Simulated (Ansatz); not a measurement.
Input file:

```yaml
crystal:
  periodic: [false, false, false]
  atoms:
    - {symbol: Ge, position_ang: [-0.034065, 0.000000, 0.343866]}
    - {symbol: F, position_ang: [0.057140, -0.000001, -1.399029]}
    - {symbol: H, position_ang: [0.688990, -1.294147, 0.794154]}
    - {symbol: H, position_ang: [0.688989, 1.294148, 0.794153]}
basis:
  gaussian: {orbitals: cc-pVDZ}
magnetization: {spin_polarized: true, initial_magnetization: 1}
hamiltonian: {xc: {name: r2SCAN}}
correlation: {method: ccsd, electrons: outside_noble_gas}
```

```sh
$ ansatz run in.yaml --threads 1 --pin off --events-out ev --progress --plain --max-ram 2393MiB
```

The program prints:

```
543 factors; integrals over basis functions are off by at most 9.2e-4 eV
mean field evaluation 1: about -59263.2193 eV, gradient 2.2e1 eV
mean field evaluation 2: about -59263.2201 eV, gradient 2.2e1 eV
mean field evaluation 4: about -59264.7530 eV, gradient 3.6e0 eV
mean field evaluation 8: about -59264.8345 eV, gradient 5.2e-2 eV
mean field evaluation 16: about -59264.8345 eV, gradient 1.1e-5 eV
mean field -59264.83454312 eV, -2177.9424983119 hartree, gradient 1.4e-6 eV, S^2 0.751996; 0 other end points of the search recorded, 0 dependent functions left out
15 core orbitals not correlated: weight in the atoms' cores, before any rotation towards them, 0.939 or more for the frozen orbitals, at most 0.060 for the correlated occupied ones
reference -59209.39680475 eV, -2175.9051990041 hartree; 7, 6 occupied and 29, 30 virtual orbitals, 543 factors
second order -7.82634038 eV of doubles, -0.37555377 eV of singles
cycle   1  -7.98928990 eV  change    2.0e-1 eV  update   9.6e-2
cycle   2  -8.25482104 eV  change   -2.7e-1 eV  update   4.4e-2
cycle   3  -8.33786234 eV  change   -8.3e-2 eV  update   9.3e-3
cycle   4  -8.34000519 eV  change   -2.1e-3 eV  update   2.7e-3
cycle   5  -8.33968366 eV  change    3.2e-4 eV  update   1.2e-3
cycle   6  -8.34004298 eV  change   -3.6e-4 eV  update   5.9e-4
cycle   7  -8.34001540 eV  change    2.8e-5 eV  update   2.2e-4
cycle   8  -8.34004509 eV  change   -3.0e-5 eV  update   7.3e-5
cycle   9  -8.34008010 eV  change   -3.5e-5 eV  update   2.8e-5
cycle  10  -8.34007654 eV  change    3.6e-6 eV  update   9.3e-6
Total energy: -59217.73688130 eV, -2176.2116911639 hartree
```

Ran on 1 thread of Arm Neoverse V2, shared host: 3.7 s wall, 0.23 GiB peak host memory.
